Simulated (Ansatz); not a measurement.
## Molecular dynamics of BH$_{5}$N$_{2}$

The input (input.yaml):

```yaml
crystal:
  periodic: [false, false, false]
  atoms:
    - { symbol: B, position_ang: [0.102011, 0.141082, 0.072803] }
    - { symbol: "N", position_ang: [0.02907, -0.144815, 1.43286] }
    - { symbol: H, position_ang: [-0.819751, -0.095128, 1.98539] }
    - { symbol: H, position_ang: [0.734789, -0.552696, 2.027657] }
    - { symbol: "N", position_ang: [1.266199, 0.013544, -0.702277] }
    - { symbol: H, position_ang: [2.246579, 0.095595, -0.233634] }
    - { symbol: H, position_ang: [1.194077, 0.348445, -1.652927] }
    - { symbol: H, position_ang: [-0.938693, 0.445916, -0.645265] }
basis:
  gaussian: { orbitals: "6-31G*" }
hamiltonian:
  xc: b3lyp
  dispersion: d4
md:
  timestep: 0.5
  n_steps: 250
  ensemble: nve
  temperature: 100.0
  initial_velocities: maxwell_boltzmann
  seed: 540480
```

Run as:

```bash
$ ansatz run input.yaml --threads 1 --pin off --max-ram 2048MiB --backend cpu --events-out ev --progress --plain --runs-dir out
```

It goes on from the last frame of an earlier run, with new velocities.

Output, in part (step lines, the closing report, with atoms numbered from 0):

```
md step     0: t =     0.00 fs  T =   100.0 K  F+E_penalty+E_count = -3739.68372542 eV  E_kin = 0.077556 eV  conserved = -3739.60616942 eV  (22 SCF iters)
md step     1: t =     0.50 fs  T =   133.0 K  F+E_penalty+E_count = -3739.70947053 eV  E_kin = 0.103162 eV  conserved = -3739.60630836 eV  (24 SCF iters)
md step     2: t =     1.00 fs  T =   192.5 K  F+E_penalty+E_count = -3739.75609216 eV  E_kin = 0.149293 eV  conserved = -3739.60679908 eV  (23 SCF iters)
[... lines left out ...]
Total energy: -3739.89346154 eV, -137.4385497209 hartree
Atom 0 at     0.068566     0.120699     0.040939 Å, force    -0.401195     0.303887    -0.155680 eV/Å
Atom 1 at     0.026750    -0.120613     1.468072 Å, force     0.981067    -0.000833    -1.152620 eV/Å
Atom 2 at    -0.814671    -0.332309     1.956963 Å, force    -0.568961    -0.022251     0.246008 eV/Å
Atom 3 at     0.859435    -0.472899     1.949584 Å, force    -0.478802     0.161575    -0.209265 eV/Å
Atom 4 at     1.279338     0.041907    -0.700029 Å, force    -1.595689     0.172432     0.518077 eV/Å
Atom 5 at     2.129326    -0.239675    -0.317519 Å, force     1.688489    -0.540618     0.842825 eV/Å
Atom 6 at     1.367656     0.300555    -1.648993 Å, force    -0.161169     0.292470    -0.978891 eV/Å
Atom 7 at    -0.916424     0.474628    -0.637631 Å, force     0.536260    -0.366661     0.889545 eV/Å
Dipole moment:     0.276744    -0.188950     0.105273 e Å
```

The steps, from the saved trajectory:

```csv
time (fs),T (K),potential energy less start (eV),conserved less start (meV/atom)
0,100,0.000,0.00
4,283,-0.144,-0.23
8,364,-0.207,-0.34
12,276,-0.139,-0.31
16,398,-0.235,-0.51
20,261,-0.127,-0.18
24,240,-0.109,-0.01
28,262,-0.127,-0.14
32,207,-0.084,-0.11
36,272,-0.135,-0.20
40,368,-0.212,-0.48
44,303,-0.159,-0.30
48,250,-0.118,-0.17
52,247,-0.115,-0.09
56,184,-0.065,0.03
60,266,-0.130,-0.14
64,260,-0.125,-0.16
68,375,-0.217,-0.49
72,396,-0.234,-0.52
76,192,-0.073,-0.14
80,295,-0.153,-0.25
84,267,-0.130,-0.09
88,188,-0.069,-0.04
92,327,-0.178,-0.27
96,315,-0.169,-0.29
100,321,-0.174,-0.33
104,294,-0.152,-0.22
108,128,-0.022,0.01
112,269,-0.132,-0.14
116,274,-0.137,-0.19
120,219,-0.094,-0.20
124,413,-0.247,-0.47
```

The run went to its last step. The conserved energy stayed within 0.56 meV per atom of its start (net change -0.36 meV per atom), so the integration is sound. The kinetic energy rose, since the run started high on the potential surface and went downhill. A run of 0.12 ps of so small a system gives no equilibrium averages.

The same pairs are bonded in the first frame and the last. Pairs count as bonded within 1.25 times the sum of covalent radii (0.12 Å more for H–H).

Last frame:

```xyz
8
Properties=species:S:1:pos:R:3
B 0.069 0.121 0.041
N 0.027 -0.121 1.468
H -0.815 -0.332 1.957
H 0.859 -0.473 1.950
N 1.279 0.042 -0.700
H 2.129 -0.240 -0.318
H 1.368 0.301 -1.649
H -0.916 0.475 -0.638
```

Run time: 3 min on 1 thread of Intel(R) Xeon(R) 6975P-C (Granite Rapids), with other jobs on the host, peak memory 0.12 GiB.
